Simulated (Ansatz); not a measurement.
Multireference treatment of C2H4, singlet

Program: Ansatz, Gaussian basis, development build; NEVPT3, NEVPT4(SD), MRCISD by development code. Basis aug-cc-pVTZ, nonrelativistic, 2 orbitals frozen in the corrections. State-specific CASSCF; RHF is the lowest restricted (open-shell) Hartree–Fock solution met. Letters tell apart solutions met in one space. Solutions may break the symmetry of the shape. The lowest solution met needn't be the lowest there is, nor hold the orbitals that a chemist would pick.

Geometry:

| atom | x (Å) | y (Å) | z (Å) |
| --- | --- | --- | --- |
| C | 0.0000 | 0.0000 | 0.6675 |
| C | 0.0000 | 0.0000 | -0.6675 |
| H | 0.0000 | 0.9228 | 1.2377 |
| H | 0.0000 | -0.9228 | 1.2377 |
| H | 0.0000 | 0.9228 | -1.2377 |
| H | 0.0000 | -0.9228 | -1.2377 |

CASSCF less RHF, in eV, and natural occupations:

```csv
CAS,CASSCF,occupations
"(4,4) a",-1.448,"1.98, 1.93, 0.07, 0.02"
"(4,4) b",-1.239,"1.98, 1.92, 0.08, 0.02"
```

(1) What totals less RHF do the corrections give on each solution?

(2) In CAS(4,4), is the solution lowest in CASSCF also lowest after SC-NEVPT2?

(3) How do single-reference totals in the same basis and frozen core stand against SC-NEVPT2 in CAS(4,4) a?

(4) Roughly how much CPU time does a whole run from the default start take (median of such runs, summed over threads; nearly all runs on one pinned thread of a shared server, mostly Xeon at 2.3 to 2.6 GHz, by a development driver)?

Answers

(1) 

```json
{"CAS": "(4,4) a", "SC-NEVPT2": "-9.063", "FIC-NEVPT2": "-9.099", "NEVPT3": "-9.902", "NEVPT4(SD)": "-10.185", "MRCISD": "-9.461"}
{"CAS": "(4,4) b", "SC-NEVPT2": "-9.231", "FIC-NEVPT2": "-9.253", "NEVPT3": "-9.898", "NEVPT4(SD)": "-10.179", "MRCISD": "-9.402"}
```

(2) No: (4,4) b is lowest after SC-NEVPT2, 0.17 eV under (4,4) a, which leads in CASSCF.

(3) CCSD(T) -1.259 eV. Coupled cluster stands on the determinant that it favours, which can lie over the RHF solution above, and is in doubt where the occupations are far from 0, 1 and 2.

(4) CAS(4,4) a: about 14 s. Other jobs ran beside these, and the count of passes differs.
